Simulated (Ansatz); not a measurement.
System: PH3, charge 0, singlet. PH3 (phosphane, SMILES P).
B3LYP-D3(BJ)/def2-TZVP minimum from Ansatz (a first-principles code):
```xyz
4

P      0.0029     0.0016     0.1282
H     -0.0038     1.1839    -0.6561
H      1.0120    -0.6137    -0.6568
H     -1.0521    -0.5944    -0.6098
```
Charge 0, spin multiplicity 1.

Total energies in cc-pV(Q+d)Z, 8 correlated electrons, 5 frozen orbitals. Radicals and triplets start from unrestricted determinants; spin-orbit coupling is neglected. Cores are frozen in correlated methods. No relativity.

```json
[
 {"method": "HF", "program": "Ansatz", "energy (Eh)": "-342.49365", "minus CCSDT(Q) (mEh)": "217.09"},
 {"method": "MP2", "program": "Ansatz", "energy (Eh)": "-342.67587", "minus CCSDT(Q) (mEh)": "34.87"},
 {"method": "CCSD", "program": "Ansatz", "energy (Eh)": "-342.70196", "minus CCSDT(Q) (mEh)": "8.78"},
 {"method": "CCSD(T)", "program": "Ansatz", "energy (Eh)": "-342.70959", "minus CCSDT(Q) (mEh)": "1.15"},
 {"method": "CCSDT(Q)", "program": "Ansatz", "energy (Eh)": "-342.71074", "minus CCSDT(Q) (mEh)": "0.00"}
]
```

Rough core times of Ansatz's runs on a shared machine: CCSD(T) under 20 s, CCSDT(Q) 10 min.
